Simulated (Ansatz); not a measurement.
Two structures of AlH₂F, closed shell, reached by relaxing down either side of one saddle point (PBE0-D4/def2-TZVP). Energies are electronic, without zero-point energy. Ansatz 0.2.0; basis: def2-TZVPP and def2-QZVPP; cores frozen in the correlated methods. Extrapolation: Hartree–Fock as exp(−7.88 √X), correlation as X^−2.97. First:

```csv
atom,x (Å),y (Å),z (Å)
Al1,-0.0262,-0.0460,0.0146
F2,0.7606,1.3359,-0.4248
H3,0.0806,-1.2730,-0.9684
H4,-0.8150,-0.0168,1.3784
```

Second:

| atom | x (Å) | y (Å) | z (Å) |
| --- | --- | --- | --- |
| Al1 | -0.7155 | -0.8681 | 0.6538 |
| F2 | 0.6905 | 0.5341 | -0.8290 |
| H3 | 0.8293 | -0.1073 | -1.4839 |
| H4 | -0.8043 | 0.4413 | 1.6591 |

Task: Which bonds change from the first to the second?

Result: AlH₂F ([F][AlH2]) → AlH + HF; bonds formed: F2–H3; bonds broken: Al1–F2, Al1–H3.

Task: Give the saddle point's structure and its height above each. (To be estimated.)

Result: Computed: 83.36 kcal/mol above the first and 13.83 kcal/mol above the second (CCSD(T) at an estimated basis limit (MP2 extrapolated from triple and quadruple zeta, plus CCSD(T) − MP2 in triple zeta)).
Al1  (-0.380, -0.507, 0.317)
F2  (0.705, 0.652, -0.777)
H3  (0.517, -0.446, -1.172)
H4  (-0.842, 0.301, 1.632)
(Å)

No T1 diagnostic of these runs exceeds 0.019. The restricted Hartree–Fock reference is unstable towards an unrestricted one at one or more of these structures.

Labels in which every atom is bracketed show which atoms are joined, not bond orders.

For scale, one of the runs: CCSD(T)/def2-TZVPP, 101 basis functions, launched by `ansatz run in.yaml --threads 2 --pin off --events-out ev --progress --plain --max-ram 4352MiB`. The run took about 1.4 s on 2 CPU threads of an Arm Neoverse V2 (shared host).
